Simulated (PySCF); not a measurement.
Gas-phase reaction: Al + Cl2 = AlCl2

Computed with PySCF (xtb for GFN2) and rigid-rotor harmonic-oscillator thermochemistry at 1 bar. 'Table' is the NASA 1993 thermochemical table (part measured, part estimated). After a fit of one offset per element over all species, the range-separated, M06-2X, PBE0/def2-QZVP and CCSD(T)/def2-TZVPP enthalpies, where run, lie to one side of the table for AlCl2 (+44 kJ/mol): a fault of the table's entry, another state or a shared error of the levels is possible; this was not checked at source. † marks an energy on the PBE0/def2-TZVP geometry and frequencies; other levels use their own. CCSD(T) freezes the core. 6-31G* has spherical d functions here. Open shells (unrestricted): Al (multiplicity 2, electronic degeneracy 6), AlCl2 (multiplicity 2); the rest are closed-shell singlets. GFN2 has no spin-polarisation term. Spin-orbit splitting is ignored; it lowers the true energy and changes the entropy of Al. B3LYP is the form with VWN-RPA correlation. For this reaction the table lies outside the span of B3LYP, CCSD(T), M06-2X, MP2, PBE0, r2SCAN, ωB97M-V, ωB97X-V in their largest bases here; which side is off was not settled. CCSD(T) isn't extrapolated to the basis-set limit; its ΔH°(298 K) is -560.1 kJ in def2-SVP and -552.4 kJ in def2-TZVPP. The harmonic model lacks anharmonicity and excited electronic states, which grow with temperature; levels with a mode under 35 cm⁻¹ are left out. The table's entry may be an old estimate for AlCl2 (not checked at source).

```
level              ΔH°(298 K), kJ  minus table  ΔG°(1200 K), kJ
-----------------  --------------  -----------  ---------------
table                      -610.0            -           -490.7
B3LYP/6-31G*               -547.4         62.6           -428.5
B3LYP/def2-TZVP†           -541.4         68.6           -423.1
CCSD(T)/def2-SVP†          -560.1         49.9           -441.8
GFN2-xTB                   -710.7       -100.7           -593.7
PBE/def2-TZVP†             -538.9         71.1           -420.5
PBE0/def2-QZVP†            -555.0         55.0           -436.6
r2SCAN/def2-TZVP†          -586.6         23.4           -468.3
LDA/def2-TZVP†             -564.0         46.0           -445.6
```
